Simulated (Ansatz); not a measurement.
# CH+ (singlet): wave-function methods side by side at distance C1–H2 = 2.065 Å, cc-pVQZ

How much of the correlation energy of CH+ (singlet) does each wave-function method recover here?

The runs use Ansatz 0.2.0, Gaussian basis; cc-pVQZ, core rule «outside noble gas», up to 1 orbitals frozen.

To be run: UHF; CCSD(T) on RHF; CCSD(T) on UHF; BCCD(T) on RHF; CCSDT(Q) on RHF; CCSDT(Q) on UHF; CASSCF and NEVPT2, 4 electrons in 5 orbitals; Full CI.

18 further runs of the same task are left out: 12 that didn't finish, 6 set aside as unsound or not needed.

### 1 The system

The geometry derives from a PBE0/def2-TZVP stationary point (not a proven minimum). One bond is set to the value named and the two fragments are kept rigid.

2 atoms, charge 1, spin multiplicity 1.

Atoms are counted from 1 here; the program's logs count them from 0.

No contacts short enough for the rule that draws bonds.

### 2 UHF

Input file in.yaml:

```yaml
crystal:
  periodic: [false, false, false]
  atoms:
    - {symbol: C, position_ang: [0.000000, 0.000000, 0.000000]}
    - {symbol: H, position_ang: [0.000000, 0.000000, 2.065000]}
basis:
  gaussian: {orbitals: cc-pVQZ}
total_charge: 1
magnetization: {spin_polarized: true, initial_magnetization: 0}
hamiltonian: {xc: hf}
output: {orbitals: {seedname: orbitals}}
```

Run with:

```bash
ansatz run in.yaml --threads 1 --pin off --events-out ev --progress --plain --max-ram 2393MiB
```

After this run come: CCSD(T) on RHF; CCSD(T) on UHF; BCCD(T) on RHF; CCSDT(Q) on RHF; CCSDT(Q) on UHF; CASSCF and NEVPT2, 4 electrons in 5 orbitals; Full CI.

**Question.** What will the summary of the whole plan be? Wanted: FCI below the RHF energy; RMP2 from FCI; RCCSD from FCI; RCCSD(T) from FCI; RCCSDT(Q) from FCI; NEVPT2 valence from FCI; T1 diagnostic; effectively unpaired electrons.

As calculated:

```
                         quantity                                 value
         FCI below the RHF energy                            -4.2484 eV
                    RMP2 from FCI                         +124.9 kJ/mol
                   RCCSD from FCI                          +16.1 kJ/mol
                RCCSD(T) from FCI                           +2.5 kJ/mol
               RCCSDT(Q) from FCI                           +0.3 kJ/mol
          NEVPT2 valence from FCI                          +29.3 kJ/mol
levels within 1 kcal/mol (43 meV)  RCCSD(T), BCCD(T), RCCSDT, RCCSDT(Q)
                    T1 diagnostic                                 0.042
   effectively unpaired electrons                                  0.39
```

In words: RCCSD(T) lands +2.5 kJ/mol from the yardstick (0.6 % of the correlation energy). The occupations show some static correlation. These misses are within one basis, not against nature.
